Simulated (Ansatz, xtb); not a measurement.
Loss of C2H2: C4H4F2 → C2H2F2 + C2H2

Species: C4H4F2 `FC1(F)C=CC1`, singlet; C2H2F2 `C=C(F)F`, singlet; C2H2 `C#C`, singlet. 

Shapes, held fixed at every level: PBE0-D4/def2-TZVP. Programs: Ansatz 0.2.0, xtb 6.7.1. The zero-point and thermal change to 298 K, harmonic and unscaled (PBE0-D4/def2-TZVP), is -13.5 kJ/mol.

Question: Estimate ΔH(298 K) of this reaction.

Answer: The highest level, CCSD(T)/CBS estimate, gives ΔH(298 K) = +148.7 kJ/mol; the levels span +130.4 to +180.5. The column of differences is taken from that level and isn't an error. No measured value is set beside it here. The CBS estimate extrapolates MP2 from def2-TZVPP and def2-QZVPP and adds CCSD(T) − MP2 in the triple-zeta set, cores frozen.

```tsv
level	kind	ΔH(298 K) (kJ/mol)	less CCSD(T)/CBS estimate
GFN1-xTB	semi-empirical	+169.7	+21.0
B3LYP-D4/def2-TZVPP	global hybrid	+135.9	-12.8
PBE0-D4/def2-TZVPP	global hybrid	+180.5	+31.8
wB97M-V/def2-TZVPP	range-separated hybrid	+155.1	+6.4
B2PLYP/def2-TZVPP	double hybrid	+130.4	-18.3
MP2/def2-TZVPP	perturbation theory	+149.4	+0.7
CCSD/def2-SVP	coupled cluster or CI	+154.4	+5.7
CCSD/def2-TZVPP	coupled cluster or CI	+144.7	-4.0
CCSD(T)/CBS estimate	coupled cluster or CI	+148.7	0.0
```
